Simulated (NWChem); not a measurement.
# ethylene (C2H4); SMILES C=C

Problem. Give the equilibrium geometry at PBE0/def2-SVP (NWChem) as a Z-matrix, with the point group.

Solution. point group D2h; any orientation.
```
C
C 1 1.3305
H 1 1.0945 2 121.72
H 1 1.0945 3 116.57 2 180.00
H 2 1.0945 1 121.72 3 180.00
H 2 1.0945 5 116.57 1 180.00
```
